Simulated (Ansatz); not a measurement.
**[AlH$_{2}$···H···NH], triplet: reading a ladder of total energies**

Geometry: a point of a hydrogen-transfer path between rigid fragments, not a stationary point.

```json
{"atom": "Al", "x (Å)": "-1.1426", "y (Å)": "0.0225", "z (Å)": "0.0000"}
{"atom": "H", "x (Å)": "-1.9356", "y (Å)": "1.3959", "z (Å)": "0.0000"}
{"atom": "H", "x (Å)": "-1.9356", "y (Å)": "-1.3509", "z (Å)": "0.0000"}
{"atom": "H", "x (Å)": "0.4432", "y (Å)": "0.0225", "z (Å)": "0.0000"}
{"atom": "N", "x (Å)": "2.2654", "y (Å)": "0.0225", "z (Å)": "0.0000"}
{"atom": "H", "x (Å)": "2.5345", "y (Å)": "-0.9817", "z (Å)": "0.0000"}
```

Basis cc-pVDZ; Ansatz 0.2.0. Only valence electrons are correlated (noble-gas cores frozen), which leaves 12 electrons in 46 orbitals. Prefix R: restricted or restricted open-shell reference; prefix U: unrestricted.

Full CI isn't at hand for all of this; UCCSDT(Q) serves as the reference, and is uncertain by about the last step of the cluster series.

Runs differ by some tens of microhartree through their thresholds and, for an open shell, their frozen cores, so steps under 0.03 kcal/mol mean nothing.

| level | total energy (hartree) |
| --- | --- |
| UHF | -298.579526 |
| UMP2 | -298.766453 |
| UCCSD | -298.810317 |
| UCCSD(T) | -298.813694 |
| UCCSDT | -298.814508 |
| UCCSDT(Q) | -298.814683 |

What is the correlation energy at UCCSDT(Q), and what share of it do UMP2 and UCCSDT recover?

E(corr) = -298.814683 − (-298.579526) = -0.235157 hartree = -6.399 eV. UMP2: -0.186927 / -0.235157 = 79.49 %. UCCSDT: -0.234982 / -0.235157 = 99.93 %.

By how many kcal/mol does UCCSD(T) miss UCCSDT(Q) (1 hartree = 627.509 kcal/mol), and which steps make up the rest?

-298.813694 − (-298.814683) = 0.000989 hartree = 0.62 kcal/mol. Steps: UCCSDT − UCCSD(T) = -0.51, UCCSDT(Q) − UCCSDT = -0.11 kcal/mol. That is within 1 kcal/mol of the reference in this basis, which itself misses far more of the correlation at the basis-set limit.
